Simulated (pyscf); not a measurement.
H₃C–C•=CH–Cl (SMILES C[C]=CCl) → H₃C–CH=C•–Cl (SMILES CC=[C]Cl) (hydrogen shift; doublet surface; C–H broken, C–H formed). Structures and frequencies: ωB97X-D3(BJ)/def2-SVP in PySCF. Correlated levels are frozen-core, on RHF or UHF. ΔMP2 is the change of the MP2 total energy from the triple- to the quadruple-zeta basis. Energies in eV from the reactant's lowest minimum found.

| level | barrier | reaction energy |
|---|---|---|
| ωB97X-D3(BJ)/def2-TZVP | 2.17 | +0.04 |
| r²SCAN/def2-TZVP | 2.05 | +0.05 |
| PBE0-D3(BJ)/def2-TZVP | 2.05 | +0.05 |
| M06-2X/def2-TZVP | 2.13 | +0.06 |
| ωB97M-D3(BJ)/def2-TZVP | 2.12 | +0.06 |
| MP2/def2-QZVPP | [?] | +0.06 |
| CCSD(T)/def2-TZVPP + ΔMP2(QZVPP) | [?] | [?] |

Complete the blanks.


- MP2/def2-QZVPP, barrier: 1.80
- CCSD(T)/def2-TZVPP + ΔMP2(QZVPP), barrier: 2.10
- CCSD(T)/def2-TZVPP + ΔMP2(QZVPP), reaction energy: +0.03

The same reactants have a lower exit, to HC≡C–CH₃ + Cl• (no saddle counted: cutting one bond, which may have a small barrier of its own, costs +0.95 eV at ωB97M-D3(BJ)/def2-TZVP, against +2.12 eV here). H₃C–C•=CH–Cl lies 0.92 eV over its isomer •H₂C–CH=CH–Cl (electronic energy, ωB97M-D3(BJ)/def2-TZVP). H₃C–CH=C•–Cl lies 0.98 eV over its isomer •H₂C–CH=CH–Cl (electronic energy, ωB97M-D3(BJ)/def2-TZVP). One saddle was located; it need not be the lowest between these sides. The CCSD(T) − MP2 part came from Ansatz, without density fitting, on the same reference. A UHF reference is spin-contaminated (<S²> up to 0.97), which harms MP2 most.
